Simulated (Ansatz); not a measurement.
```yaml
crystal:
  periodic: [false, false, false]
  atoms:
    - {symbol: Al, position_ang: [-1.544972, -0.607216, -0.005524]}
    - {symbol: Ge, position_ang: [0.373325, 0.871134, 0.005824]}
    - {symbol: Si, position_ang: [0.632673, -1.642676, -0.009457]}
    - {symbol: H, position_ang: [-3.176367, -0.754177, -0.008295]}
basis:
  gaussian: {orbitals: def2-TZVP}
magnetization: {spin_polarized: true, initial_magnetization: 2}
hamiltonian: {xc: pbe0}
relax: {f_tol: 0.004, max_steps: 80}
```

```sh
$ ansatz run in.yaml --threads 1 --pin off --events-out ev --progress --plain --max-ram 2176MiB
```

Steps of the relaxation (energy above the last step; positions in Å, forces in eV/Å):

```
4
step 1, 216.3 meV
Al   -1.545   -0.607   -0.006   -0.814   -0.251   -0.002
Ge    0.373    0.871    0.006    0.410   -1.163   -0.007
Si    0.633   -1.643   -0.009   -0.217    1.385    0.008
H    -3.176   -0.754   -0.008    0.620    0.028    0.001
```

```
4
step 2, 0.6 meV
Al   -1.597   -0.611   -0.006    0.002    0.003    0.000
Ge    0.435    0.767    0.005   -0.030    0.002    0.000
Si    0.625   -1.518   -0.009   -0.051   -0.005    0.000
H    -3.177   -0.771   -0.008    0.079    0.000    0.000
```

```
4
step 3, 0.0 meV
Al   -1.596   -0.608   -0.006    0.003    0.005    0.000
Ge    0.431    0.768    0.005    0.002   -0.006    0.000
Si    0.618   -1.520   -0.009   -0.006    0.006    0.000
H    -3.169   -0.773   -0.008    0.000   -0.005    0.000
```

```
4
step 5, 0.0 meV
Al   -1.596   -0.603   -0.006    0.002   -0.003    0.000
Ge    0.434    0.768    0.005    0.002    0.002    0.000
Si    0.616   -1.520   -0.009   -0.003    0.001    0.000
H    -3.169   -0.777   -0.008   -0.001    0.000    0.000
```

Close pairs at the end: Al1–H4 1.582 Å, Ge2–Si3 2.295 Å, Al1–Si3 2.394 Å, Al1–Ge2 2.450 Å.

A stationary point of unrestricted PBE0 after 5 steps, with ⟨S²⟩ = 2.013 against 2.00 for a pure state; no frequencies were run, so it isn't proven a minimum. 57 s on 1 thread of Arm Neoverse V2, shared host.
